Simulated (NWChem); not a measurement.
# Si2H5 (SMILES [SiH2][SiH3]): UB3LYP/pcseg-0

What is the vertical ionisation energy of Si2H5 at UB3LYP/pcseg-0? 

Program for the calculation: NWChem 7.3.0.

## Step 1: The molecule

The species is Si2H5 (7 atoms), meant as a doublet with charge 0. SMILES: `[SiH2][SiH3]`. Geometry: relaxed at PBE0-D4/def2-TZVP.

Bond lengths: Si1–Si2 2.324 Å, Si1–H3 1.489 Å, Si1–H4 1.488 Å, Si2–H5 1.487 Å, Si2–H6 1.490 Å, Si2–H7 1.487 Å. Angles: Si1–Si2–H5 109.0°, Si1–Si2–H6 112.7°, Si1–Si2–H7 109.0°, Si2–Si1–H3 114.5°, Si2–Si1–H4 114.5°, H5–Si2–H6 108.5°, H5–Si2–H7 109.1°, H6–Si2–H7 108.5°, H3–Si1–H4 109.9°.

## Step 2: A single-point energy at UB3LYP/pcseg-0

The input, work.nw:

```
start work
memory 2200 mb
geometry units bohr noautosym nocenter noautoz
 Si -0.39608660 -2.57229520 -0.36112666
 Si  0.67633298  1.68034447 -0.11716302
 H  -0.00491329 -4.01358932  2.02257387
 H  -2.97367303 -3.07004906 -1.37118528
 H   0.39684249  2.83988042 -2.66073438
 H  -0.93692621  3.10500900  1.69810790
 H   3.35407490  1.90257626  0.70335606
end
basis spherical bse
 * library pcseg-0
end
dft
 xc b3lyp
 mult 2
 grid fine
 convergence energy 1e-08
 maxiter 100
 mulliken
 noprint "final vectors analysis"
end
task dft energy
```

Command:

```console
$ nwchem work.nw > work.out
```

What it wrote:

```text
[...]
          Wavefunction type:  spin polarized.
          No. of atoms     :     7
          No. of electrons :    33
[...]
          Charge           :     0
          Spin multiplicity:     2
[...]
          AO basis - number of functions:    36
[...]
              XC Information
              --------------
                         B3LYP Method XC Potential
                     Hartree-Fock (Exact) Exchange  0.200
                        Slater Exchange Functional  0.800 local
                    Becke 1988 Exchange Functional  0.720 non-local
              Lee-Yang-Parr Correlation Functional  0.810
                  VWN I RPA Correlation Functional  0.190 local
[...]
 d= 0,ls=0.0,diis     1   -581.2206761912 -6.64D+02  9.94D-03  4.55D-02     0.7
[...]
 d= 0,ls=0.0,diis     8   -581.2486487427 -7.58D-09  3.26D-06  6.68D-09     4.3
[...]
         Total DFT energy =     -581.248648742703
      One electron energy =     -968.451345939884
           Coulomb energy =      347.962167653653
    Exchange-Corr. energy =      -43.556854515198
 Nuclear repulsion energy =       82.797384058726
[...]
      Total Density - Mulliken Population Analysis
     ---------------------------------------------
    Atom       Charge   Shell Charges
 -----------   ------   -------------------------------------------------------
    1 Si  14    13.89   2.00  2.00  1.00  0.38  5.81  0.97  1.74
    2 Si  14    13.88   2.00  2.00  0.97  0.37  5.81  1.04  1.70
    3 H    1     1.05   0.57  0.48
    4 H    1     1.05   0.57  0.48
    5 H    1     1.04   0.58  0.47
    6 H    1     1.04   0.57  0.47
    7 H    1     1.04   0.58  0.47
[...]
      <S2> =      0.7518 (Exact =     0.7500)
[...]
```

Wall time 5.1 s (1 thread of Intel Xeon Platinum 8488C (Sapphire Rapids), shared host); peak memory 0.12 GiB.

## Step 3: The singlet cation at the same level

The input, mol.nw:

```
start mol
memory stack 880 mb heap 220 mb global 1100 mb
charge 1

geometry units angstrom noautosym nocenter noautoz
   Si      -0.209600      -1.361200      -0.191100
   Si       0.357900       0.889200      -0.062000
   H       -0.002600      -2.123900       1.070300
   H       -1.573600      -1.624600      -0.725600
   H        0.210000       1.502800      -1.408000
   H       -0.495800       1.643100       0.898600
   H        1.774900       1.006800       0.372200
end

basis spherical bse
   Si library pcseg-0
   H library pcseg-0
end

dft
   xc b3lyp
   grid fine
   convergence energy 1e-08
   iterations 100
   mulliken
   noprint "final vectors analysis"
end

task dft energy
```

Command:

```console
$ nwchem mol.nw > mol.out
```

What it wrote:

```text
[...]
          Wavefunction type:  closed shell.
          No. of atoms     :     7
          No. of electrons :    32
[...]
          Charge           :     1
          Spin multiplicity:     1
[...]
          AO basis - number of functions:    36
[...]
              XC Information
              --------------
                         B3LYP Method XC Potential
                     Hartree-Fock (Exact) Exchange  0.200
                        Slater Exchange Functional  0.800 local
                    Becke 1988 Exchange Functional  0.720 non-local
              Lee-Yang-Parr Correlation Functional  0.810
                  VWN I RPA Correlation Functional  0.190 local
[...]
 d= 0,ls=0.0,diis     1   -580.8668593894 -6.64D+02  2.82D-02  9.16D-01     0.5
[...]
 d= 0,ls=0.0,diis     8   -580.9327719722 -5.46D-10  2.23D-06  2.02D-09     2.8
         Total DFT energy =     -580.932771972195
      One electron energy =     -960.521029329586
           Coulomb energy =      340.060656959787
    Exchange-Corr. energy =      -43.269789622395
 Nuclear repulsion energy =       82.797390019998
[...]
      Total Density - Mulliken Population Analysis
     ---------------------------------------------
    Atom       Charge   Shell Charges
 -----------   ------   -------------------------------------------------------
    1 Si  14    13.49   2.00  2.00  1.14  0.30  5.80  0.92  1.33
    2 Si  14    13.89   2.00  2.00  1.00  0.37  5.81  1.05  1.66
    3 H    1     0.92   0.56  0.36
    4 H    1     0.92   0.56  0.36
    5 H    1     0.93   0.56  0.37
    6 H    1     0.91   0.55  0.36
    7 H    1     0.93   0.56  0.37
[...]
```

It took 3.3 s on 1 thread of Intel Xeon Platinum 8488C (Sapphire Rapids), shared host; peak memory 0.12 GiB.

## Step 4: Outcome

Level: UB3LYP/pcseg-0.

| quantity | value |
| --- | --- |
| doublet Si2H5: total energy | -581.24865 Eh |
| doublet Si2H5: dipole moment | 0.10 D |
| doublet Si2H5: ⟨S²⟩ | 0.752 |
| singlet cation: total energy | -580.93277 Eh |
| vertical ionisation energy (to the singlet cation) | 8.595 eV |

What this shows: Removing an electron at fixed nuclei costs 8.60 eV (198 kcal/mol). Only the singlet of the ionised species was computed; a triplet could lie lower. Mulliken charges (doublet Si2H5) run from -0.05 on H3 to +0.12 on Si2; they depend strongly on the basis.
